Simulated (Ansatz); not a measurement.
Input file for C$_{5}$H$_{10}$O, SMILES `CC(=O)C(C)C`:

```yaml
crystal:
  periodic: [false, false, false]
  atoms:
    - {symbol: C, position_ang: [-0.647947, -1.188020, 1.319853]}
    - {symbol: C, position_ang: [0.620728, -0.462950, 0.952506]}
    - {symbol: O, position_ang: [1.649036, -0.660055, 1.552684]}
    - {symbol: C, position_ang: [0.573808, 0.512227, -0.210851]}
    - {symbol: C, position_ang: [0.660322, -0.269576, -1.521025]}
    - {symbol: C, position_ang: [-0.648630, 1.419409, -0.184900]}
    - {symbol: H, position_ang: [-1.315863, -0.501371, 1.848605]}
    - {symbol: H, position_ang: [-1.186250, -1.537931, 0.436124]}
    - {symbol: H, position_ang: [-0.412796, -2.025060, 1.974532]}
    - {symbol: H, position_ang: [1.479877, 1.116474, -0.110488]}
    - {symbol: H, position_ang: [1.550360, -0.901231, -1.547118]}
    - {symbol: H, position_ang: [-0.216851, -0.906511, -1.665153]}
    - {symbol: H, position_ang: [0.708283, 0.420480, -2.366717]}
    - {symbol: H, position_ang: [-1.573715, 0.853568, -0.322421]}
    - {symbol: H, position_ang: [-0.589313, 2.150509, -0.994546]}
    - {symbol: H, position_ang: [-0.724251, 1.970438, 0.755615]}
basis:
  gaussian: {orbitals: def2-TZVPP}
correlation: {method: ccsd_t}
```

```sh
$ ansatz run in.yaml --threads 2 --pin off --events-out ev --progress --plain --max-ram 32768MiB --backend cuda --devices 0, --max-vram 18GiB
```

Output of Ansatz, abridged:

```
Functional definition: HF
1918 factors; integrals over basis functions are off by at most 1.1e-3 eV
mean field evaluation 1: about -7345.0905 eV, gradient 4.7e1 eV
mean field evaluation 2: about -7345.3635 eV, gradient 4.7e1 eV
mean field evaluation 4: about -7350.6396 eV, gradient 6.4e0 eV
mean field evaluation 8: about -7350.7654 eV, gradient 5.0e-1 eV
mean field evaluation 16: about -7350.7673 eV, gradient 1.6e-6 eV
mean field -7350.76730838 eV, -270.1357160538 hartree, gradient 1.6e-6 eV, S^2 0.000000; 0 other end points of the search recorded, 0 dependent functions left out
6 core orbitals not correlated: weight in the atoms' cores, before any rotation towards them, 1.000 or more for the frozen orbitals, at most 0.000 for the correlated occupied ones
reference -7350.76730838 eV, -270.1357160538 hartree; 18, 18 occupied and 302, 302 virtual orbitals, 1918 factors
second order -29.65422685 eV of doubles, -0.00000000 eV of singles
cycle   1  -30.12233321 eV  change   -4.7e-1 eV  update   1.2e-1
cycle   2  -30.83803463 eV  change   -7.2e-1 eV  update   3.6e-2
cycle   3  -31.01922583 eV  change   -1.8e-1 eV  update   1.9e-2
cycle   4  -31.01041475 eV  change    8.8e-3 eV  update   4.6e-3
cycle   5  -31.00971767 eV  change    7.0e-4 eV  update   2.1e-3
cycle   6  -31.01036960 eV  change   -6.5e-4 eV  update   6.9e-4
cycle   7  -31.01012668 eV  change    2.4e-4 eV  update   2.7e-4
cycle   8  -31.01007782 eV  change    4.9e-5 eV  update   9.3e-5
cycle   9  -31.01011148 eV  change   -3.4e-5 eV  update   3.3e-5
perturbative correction -1.27766018 eV, -0.0469531458 hartree
Total energy: -7383.05508004 eV, -271.3222697770 hartree
```

Hardware: 2 threads of an AMD EPYC 7R13 on a shared host and a share of an NVIDIA H100 80 GB. Wall time 19 s, peak host memory 0.85 GiB.

MP2 recovers 91.8 % of the CCSD(T) correlation energy and the triples give 4.0 %; T1 = 0.0121.
